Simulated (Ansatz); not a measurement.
Anatase TiO2 (metastable phase) was calculated with r²SCAN (plane waves, PAW; Ansatz, a first-principles code).

Run with plane-wave cutoff 500 eV, 12×12×12 k mesh, gaussian smearing 0.02 eV, no spin polarisation, scalar-relativistic PAW data made under PBE.

Cell (relaxed at this level):

Space group I4₁/amd, origin choice 1 (No. 141); a = b = 3.778 Å, c = 9.583 Å, α = β = γ = 90.00°

```csv
atom,site,symmetry,x,y,z
Ti,4a,-4m2,0.0000,0.0000,0.0000
O,8e,2mm.,0.0000,0.0000,0.2073
```
(The calculation used a cell of 6 atoms; values per cell refer to that cell.)

Q: What does this level give for the band gap?

A: 
band gap: 2.53 eV (on the SCF k mesh)

Measured, for comparison: band gap 3.42 eV (low temperature, zero-point motion not removed, gap of extended states, from the Urbach tail; as tabulated in Kang and Hybertsen (2010), arXiv:1006.4085). Computed (rounded) less measured: band gap -0.89 eV.

Computed values are for the static lattice.
